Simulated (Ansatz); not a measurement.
For black phosphorus, r²SCANh (Ansatz, a program for electronic structure, PAW) gives:

```
Quantity               Result
---------------  ------------
cohesive energy  3.32 eV/atom
band gap              0.70 eV
```

Q: What does Hartree–Fock (PAW; Ansatz) give for the same quantities?

A: 
- cohesive energy: 1.29 eV/atom (drops by 2.03 eV/atom)
- band gap: 7.06 eV (rises by 6.36 eV)

For comparison: band gap 0.35 eV (measured, temperature not stated, not corrected to a static lattice; as tabulated in Das et al. (2018), arXiv:1807.05623).

Changes are worked out from the printed values.

Unless a cell is named, each level is at its own relaxed cell (r²SCANh 20.62, Hartree–Fock 28.76 Å³/atom).

Density-functional gaps are differences of (generalised) Kohn–Sham levels.

Caveats: the cell comes from a level without a dispersion term, which matters for the spacing of layers, chains or molecules (r²SCANh, Hartree–Fock). Ansatz's density-functional and Hartree–Fock values are scalar-relativistic unless marked +SOC, with PAW data made under PBE.
